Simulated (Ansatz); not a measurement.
# A ladder of methods for CH3B (SMILES B[CH])

CH3B: 5 atoms, total charge 0, spin state triplet. SMILES: `B[CH]`. The shape is that of a GFN2-xTB optimisation.

| atom | x (Å) | y (Å) | z (Å) |
| --- | --- | --- | --- |
| B | -0.3524 | -0.4014 | -0.0714 |
| C | 0.5075 | 0.7795 | -0.1420 |
| H | -0.3085 | -1.1182 | 0.8668 |
| H | -1.1046 | -0.6727 | -0.9314 |
| H | 1.2581 | 1.4128 | 0.2779 |

Quantity: the energy change with the B1–C2 bond stretched from 1.463 to 2.194 Å, in eV. The values are calculated.

| level | kind | program | value (eV) | less FCI/STO-3G | CPU time (all runs) |
| --- | --- | --- | --- | --- | --- |
| UHF/STO-3G | Hartree–Fock | Ansatz | 3.55 | +0.35 | 0.13 s |
| U-revPBE/STO-3G | GGA | Ansatz | 3.39 | +0.19 | 2.1 s |
| UPBE/STO-3G | GGA | Ansatz | 3.48 | +0.28 | 2.1 s |
| UCAM-B3LYP/STO-3G | range-separated hybrid | Ansatz | 3.75 | +0.55 | 2.7 s |
| UMP2/STO-3G | perturbation theory | Ansatz | 3.69 | +0.49 | 0.14 s |
| UBCCD(T)/STO-3G | coupled cluster or CI | Ansatz | 3.23 | +0.03 | 0.39 s |
| UCCSD/STO-3G | coupled cluster or CI | Ansatz | 3.23 | +0.03 | 0.28 s |
| UCCSDTQ/STO-3G | coupled cluster or CI | Ansatz | 3.20 | 0.00 | 27 s |
| FCI/STO-3G | exact in the basis | Ansatz | 3.20 | 0.00 | 2 s |

FCI/STO-3G is exact within its basis and frozen core, so for wave-function methods in that basis the difference is their error; functionals converge differently with the basis, so for them it is only a difference. The first shape isn't each level's own minimum. The values span 3.20 to 3.75 eV. Spin contamination of the reference (⟨S²⟩ at least 0.1 too high) touches UHF/STO-3G, UMP2/STO-3G, UBCCD(T)/STO-3G, UCCSD/STO-3G, UCCSDTQ/STO-3G. All rows use very small basis sets, so even the best lies far from the true value. CPU times are rough (shared hosts, several kinds of processor): they show what a rung costs within a factor of a few.
